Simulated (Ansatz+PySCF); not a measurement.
A calculation with Ansatz (development build ahead of 0.2.0).

```yaml
crystal:
  periodic: [false, false, false]
  atoms:
    - { symbol: O, position_ang: [0.0, 0.0, -0.89121] }
    - { symbol: O, position_ang: [0.0, 0.0, 0.89121] }
    - { symbol: B, position_ang: [30.0, 0.0, -0.4592] }
    - { symbol: H, position_ang: [30.0, 0.0, 2.29599] }
basis:
  gaussian: { orbitals: "6-31G" }
magnetization:
  spin_polarized: true
  initial_magnetization: 2
hamiltonian:
  xc: hf
scf:
  omitted_lower_state_checks: [stability, starts, atomic_configurations, cluster_reference, orbital_swaps, given_window_search, neighbouring_geometries, increment]
```

The input is written out in the form of the current development build from the run's settings.

The run gave:

```
Converged                                                          : yes
Total energy                                                       : -174.51691 hartree
Spin squared of the determinant                                    : 3.665
Occupied orbitals by symmetry in an Abelian subgroup (alpha; beta) : 10 A' 2 A''; 10 A'
```

This is not the lowest solution: another run reaches a determinant 1.14 eV lower. Caution: the unrestricted determinant is a mixture of spin states.
